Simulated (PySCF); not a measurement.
Molfile (atoms numbered from 1):
```
H5NOSi
     RDKit          3D

  8  7  0  0  0  0  0  0  0  0999 V2000
    1.2098    0.2473    0.0377 N   0  0  0  0  0  0  0  0  0  0  0  0
   -0.4441   -0.2092   -0.0962 Si  0  0  0  0  0  4  0  0  0  0  0  0
   -1.4821    1.0326    0.2996 O   0  0  0  0  0  0  0  0  0  0  0  0
    1.6733    0.8633   -0.6186 H   0  0  0  0  0  0  0  0  0  0  0  0
    1.8670   -0.3190    0.5585 H   0  0  0  0  0  0  0  0  0  0  0  0
   -0.8726   -0.5689   -1.4765 H   0  0  0  0  0  0  0  0  0  0  0  0
   -0.5790   -1.3838    0.8203 H   0  0  0  0  0  0  0  0  0  0  0  0
   -1.2786    1.4816    1.1259 H   0  0  0  0  0  0  0  0  0  0  0  0
  1  2  1  0
  2  3  1  0
  1  4  1  0
  1  5  1  0
  2  6  1  0
  2  7  1  0
  3  8  1  0
M  END
```

One computed conformer, no solvent model, rapidly exchanging positions averaged, relativity neglected. Structure optimised with PBE0-D3(BJ)/def2-SVP; NMR shieldings at CAM-B3LYP/pcSseg-2/GIAO; PySCF 2.14.0 with density-fitted response routines.

δ = σ(ref) − σ, references computed at the same level: TMS for ¹H, ²⁹Si; NH3 for ¹⁵N; H2O for ¹⁷O.

```tsv
atoms	nucleus	count	δ (ppm)
O3	¹⁷O	1	62.6
N1	¹⁵N	1	33.4
H6/H7	¹H	2	4.80
Si2	²⁹Si	1	-36.4
H4/H5	¹H	2	?
H8	¹H	1	?
```

Task: Fill in the missing shifts.

Result: 
- H4/H5: 1.23 ppm, hydrogen on a nitrogen bonded to Si; labile proton, position sensitive to the medium
- H8: 1.11 ppm, hydrogen on an oxygen bonded to Si; exchangeable; this is the value without hydrogen bonding to other molecules

Exchangeable OH/NH protons stand at their gas-phase positions; hydrogen bonding in a real sample shifts them, mostly to higher δ. Experimental scales use liquid or dissolved standards, which lie at an offset from isolated NH3 (liquid NH3: subtract about 20 ppm) and H2O (liquid H2O: subtract about 36 ppm).
